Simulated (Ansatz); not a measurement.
Start from AlAs in the zinc blende structure (space group F-43m, No. 216).

AlAs is modelled in the cubic space group F-43m (No. 216), the zinc blende structure, Pearson symbol cF8. Lattice parameters: a = 5.728 Å, b = 5.728 Å, c = 5.728 Å, α = 90.00°, β = 90.00°, γ = 90.00°. As on 4c sees 4 Al at 2.480 Å (tetrahedral). Al on 4a is coordinated by 4 As at 2.480 Å (tetrahedral). (Neighbours: up to the widest gap in distance over summed covalent radii, below 1.35, at either atom; cation-cation and far metal-metal contacts left out.)
(The calculation used a cell of 2 atoms; values per cell refer to that cell.)

Computed with plane-wave PAW DFT at the PBE level (Ansatz, a program for electronic structure, 420 eV), scalar-relativistic without spin-orbit coupling.

Now apply this change: full substitution Al → Ga, then cell and atoms are relaxed.

Measured band gap: AlAs 2.28 eV (static lattice; corrected from measurement; as listed in Wei Chen et al., Physical Review Materials (2018)); GaAs 1.57 eV (static lattice; corrected from measurement; as listed in Wei Chen et al., Physical Review Materials (2018)).

Measured lattice parameter a: AlAs 5.649 Å (static lattice; corrected from measurement; as listed in Daniel Mejia-Rodriguez, S. B. Trickey, Phys. Rev. B (2018)); GaAs 5.64 Å (static lattice; corrected from measurement; as listed in Daniel Mejia-Rodriguez, S. B. Trickey, Phys. Rev. B (2018)).

### Question
How well does PBE reproduce the measured shift?

### Answer
With PBE the band gap moves by -1.34 eV (1.50 → 0.16) against -0.71 eV measured; the lattice parameter a moves by +0.017 Å (5.728 → 5.746) against -0.009 Å measured, the wrong sign.

No phonon test of stability was made.
